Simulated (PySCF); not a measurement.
# C4H2FN: the cost of one run

Computed with PySCF 2.14.0, with density-fitted response routines of our own, on a single molecule in the gas phase. Atoms count from 0, in the outputs and in this text.

**1. The starting structure**

8 atoms, charge 0, multiplicity 1; geometry from: GFN2-xTB. The atoms were then displaced at random by about 0.01 Å, so the start is not that level's minimum.

Bonds of the start (Å): N0–C1 1.16, C1–C2 1.44, C2–F3 1.39, C2–C4 1.48, C4–C5 1.29, C5–C2 1.48, C4–H6 1.06, C5–H7 1.05.

**2. Relaxing the molecule at PBE0-D3(BJ)/def2-SVP**

Job settings and geometry (Å):

```
{"job": {"xc": "PBE0", "basis": "def2-SVP", "d3": "d3bj", "grid": 1, "shake": 0.01, "kind": "geom"}, "charge": 0, "multiplicity": 1}
N      2.552170    -0.256910    -0.763530
C      1.509090    -0.224820    -0.246180
C      0.210160    -0.193430     0.368220
F      0.286430    -0.686150     1.666390
C     -0.791170     0.847150     0.040680
C     -1.039770    -0.336410    -0.406520
H     -1.037050     1.870310     0.202790
H     -1.634740    -1.038870    -0.914320
```

Run with:

```console
> OMP_NUM_THREADS=1 python probes_run.py task.json out
```

The driver reads the jobs from task.json and runs them one after another.

Q: Estimate the wall time and peak memory of this first job on 1 thread of Arm Neoverse V1, shared host.

About 20 s, with a peak of 0.38 GiB.
